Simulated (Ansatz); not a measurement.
A calculation with Ansatz (development build ahead of 0.2.0).

```yaml
crystal:
  periodic: [false, false, false]
  atoms:
    - { symbol: Si, position_ang: [-0.04183, -0.01319, -1.14923] }
    - { symbol: Si, position_ang: [-0.03164, -0.00757, 1.2112] }
    - { symbol: H, position_ang: [0.00466, -1.38614, -1.64309] }
    - { symbol: H, position_ang: [-1.25797, 0.71066, -1.66483] }
    - { symbol: H, position_ang: [1.17719, 0.67053, -1.68238] }
    - { symbol: H, position_ang: [-0.03494, 1.38466, 1.65936] }
    - { symbol: H, position_ang: [-1.18627, -0.73081, 1.71803] }
    - { symbol: H, position_ang: [1.24071, -0.74141, 1.67254] }
basis:
  gaussian: { orbitals: "6-31G" }
hamiltonian:
  xc: hf
correlation:
  method: mp2
  frozen_orbitals: { H: 0, Si: 5 }
```

The input is written out in the form of the current development build from the run's settings.

Output:

| Item | Value |
| --- | --- |
| Converged | yes |
| Reference energy | -581.21261 hartree |
| Correlation energy | -0.11360 hartree |
| Total energy | -581.32622 hartree |
| Spin squared of the determinant | 0.000 |
